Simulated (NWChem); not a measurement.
methylamine (CH$_{5}$N); SMILES CN

Program: NWChem. The geometry was optimised at PBE0/def2-SVP. Computed dipoles belong to the equilibrium geometry; the measured one is vibrationally averaged.

Measured dipole moment: 1.31 D (NIST CCCBDB, as tabulated in the package chemicals).

Q: Which of these levels lies farthest from the measured value, and how do the others fare: PBE/STO-3G; PBE/aug-pcseg-1; PBE/def2-SVP; PBE/pcseg-2; PBE/pcseg-1?

A: PBE/STO-3G.
```tsv
level	dipole moment (D)	computed − measured
PBE/pcseg-1	1.35	+0.04
PBE/aug-pcseg-1	1.24	-0.07
PBE/pcseg-2	1.30	-0.01
PBE/STO-3G	1.43	+0.12
PBE/def2-SVP	1.27	-0.04
```
